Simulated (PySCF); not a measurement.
# Broadened absorption spectrum of BFH5P

Compound: BFH5P.
InChI=1S/BFH5P/c2-1-3/h1H2,3H3

Theory: TDDFT B3LYP/def2-SVPD, vertical, gas phase, core orbitals frozen in the response (PySCF). Isolated species at its PBE0-D3(BJ)/def2-SVP geometry, gas phase.

Broadening: Gaussians 0.25 eV wide at half height, area fixed by f = 4.319×10⁻⁹ ∫ε dν̃. The width is an assumption, not a result. The curve ends short of the highest state used, and states not computed would add to its high-energy end.

(λ (nm), ε (L mol⁻¹ cm⁻¹)): (156.3, 40397), (157.9, 24827), (159.6, 8356), (161.2, 2508), (162.8, 2077), (164.4, 3340), (166.0, 6105), (167.7, 10858), (169.3, 13912), (170.9, 12408), (172.5, 7837), (174.2, 3840), (175.8, 2545), (177.4, 2701), (179.0, 2983), (180.6, 3048), (182.3, 3247), (183.9, 3501), (185.5, 3323), (187.1, 2598), (188.8, 1697), (190.4, 1107), (192.0, 765), (193.6, 523), (195.2, 315), (196.9, 150), (198.5, 60), (200.1, 20), (201.7, 5), (203.4, 1)

Problem. Where are the band maxima, and which computed states make them?

Solution. 184 nm (6.73 eV), ε about 3500, made up of S2 (90%); 170 nm (7.31 eV), ε about 14000, made up of S5 (19%) and S6 (79%) (ε in L mol⁻¹ cm⁻¹; maxima over ε = 5, shares over 10%). At its high-energy end, 7.93 eV, the curve is still rising (ε about 40000, from S8). The states used: S1 6.47 eV (f 0.0054); S2 6.71 eV (f 0.030); S3 6.83 eV (f 0.0001); S4 6.95 eV (f 0.024); S5 7.25 eV (f 0.029); S6 7.32 eV (f 0.104); S7 7.55 eV (f 0.018); S8 7.96 eV (f 0.388); S9 8.31 eV (f 0.0076); S10 8.53 eV (f 0.041).

Problem. What would ε be at 7.31 eV, the highest of these maxima, with half the width (0.125 eV)?

Solution. About 25500 L mol⁻¹ cm⁻¹ against 14000, a factor of about 1.8; a lone state at its own centre would give exactly 2.

Problem. Coming from long wavelengths, where does ε first pass 100 L mol⁻¹ cm⁻¹?

Solution. At about 198 nm (6.27 eV), 0.20 eV below S1.

Problem. On this curve, what absorbance would a 10⁻³ mol/L sample give at 193 nm over a 1 cm path?

Solution. 193 nm is 6.424 eV, where ε is about 610 L mol⁻¹ cm⁻¹, so A = ε c l ≈ 0.61 (Beer–Lambert, with the gas-phase spectrum and the assumed width).

All these states lie below the vertical ionisation energy of 10.60 eV (ΔSCF).

The run took 20 s wall on an Arm Neoverse V1 with one thread, shared host.
